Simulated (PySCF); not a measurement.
C2H, charge +1, multiplicity 1. Atoms are numbered in the order given.

```xyz
3

C     -0.0454    -0.7869     0.0000
C      0.1058     0.5330     0.0000
H     -0.3628     1.5237     0.0000
```
Charge +1, spin multiplicity 1.

Geometry: PBE0-D3(BJ)/def2-TZVPD. The spin state was assumed, not searched. The isomer is the one that the SMILES or the coordinates give; other isomers of the formula were not compared.

Level of theory: HF/def2-TZVPD (PySCF).

Gas-phase values at a fixed geometry.

Computed frontier levels, gap, dipole moment:
- highest occupied level = -21.10 eV
- lowest empty level = -10.63 eV
- orbital gap = 10.46 eV
- dipole moment about the centre of nuclear charge = 2.70 D
